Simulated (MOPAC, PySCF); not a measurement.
H2O, SMILES `O`, neutral singlet in the gas phase. 

Cartesian coordinates (Å):
SMILES: O
```xyz
3

O      0.0036     0.4008     0.0000
H      0.7552    -0.2072     0.0000
H     -0.7588    -0.1936     0.0000
```
Charge 0, multiplicity 1.

All levels are single points at this geometry (B3LYP-D3(BJ)/def2-SVP); Pople sets use spherical d functions. Orbital energies aren't observables, and empty levels follow the basis.

```json
[
 {"level": "B3LYP-D3(BJ)/def2-TZVP in PySCF", "HOMO (eV)": "-8.61", "LUMO (eV)": "0.34", "gap (eV)": "8.96", "dipole (D)": "2.10", "vertical IE, Delta-SCF (eV)": "12.69"},
 {"level": "M06-2X/def2-TZVP in PySCF", "HOMO (eV)": "-10.85", "LUMO (eV)": "1.42", "gap (eV)": "12.27", "dipole (D)": "2.13", "vertical IE, Delta-SCF (eV)": "12.69"},
 {"level": "B3LYP/6-311+G** in PySCF", "HOMO (eV)": "-8.79", "LUMO (eV)": "0.48", "gap (eV)": "9.27", "dipole (D)": "2.19", "vertical IE, Delta-SCF (eV)": "–"},
 {"level": "B3LYP/6-31G* in PySCF", "HOMO (eV)": "-7.91", "LUMO (eV)": "1.79", "gap (eV)": "9.70", "dipole (D)": "2.10", "vertical IE, Delta-SCF (eV)": "12.37"},
 {"level": "BP86/6-31G* in PySCF", "HOMO (eV)": "-6.31", "LUMO (eV)": "1.28", "gap (eV)": "7.60", "dipole (D)": "2.08", "vertical IE, Delta-SCF (eV)": "–"},
 {"level": "SVWN5/6-31G* in PySCF", "HOMO (eV)": "-6.25", "LUMO (eV)": "1.14", "gap (eV)": "7.40", "dipole (D)": "2.15", "vertical IE, Delta-SCF (eV)": "12.66"},
 {"level": "HF/3-21G in PySCF", "HOMO (eV)": "-13.06", "LUMO (eV)": "7.09", "gap (eV)": "20.15", "dipole (D)": "2.46", "vertical IE, Delta-SCF (eV)": "–"},
 {"level": "HF/6-31G* in PySCF", "HOMO (eV)": "-13.54", "LUMO (eV)": "5.78", "gap (eV)": "19.32", "dipole (D)": "2.25", "vertical IE, Delta-SCF (eV)": "10.82"},
 {"level": "HF/STO-3G in PySCF", "HOMO (eV)": "-10.66", "LUMO (eV)": "16.29", "gap (eV)": "26.95", "dipole (D)": "1.72", "vertical IE, Delta-SCF (eV)": "–"},
 {"level": "AM1 in MOPAC", "HOMO (eV)": "-12.46", "LUMO (eV)": "4.39", "gap (eV)": "16.84", "dipole (D)": "1.87", "vertical IE, Delta-SCF (eV)": "–"},
 {"level": "PM3 in MOPAC", "HOMO (eV)": "-12.34", "LUMO (eV)": "4.03", "gap (eV)": "16.36", "dipole (D)": "1.77", "vertical IE, Delta-SCF (eV)": "–"},
 {"level": "PM6 in MOPAC", "HOMO (eV)": "-11.77", "LUMO (eV)": "3.99", "gap (eV)": "15.76", "dipole (D)": "2.15", "vertical IE, Delta-SCF (eV)": "–"},
 {"level": "PM7 in MOPAC", "HOMO (eV)": "-12.04", "LUMO (eV)": "4.00", "gap (eV)": "16.04", "dipole (D)": "2.17", "vertical IE, Delta-SCF (eV)": "–"}
]
```
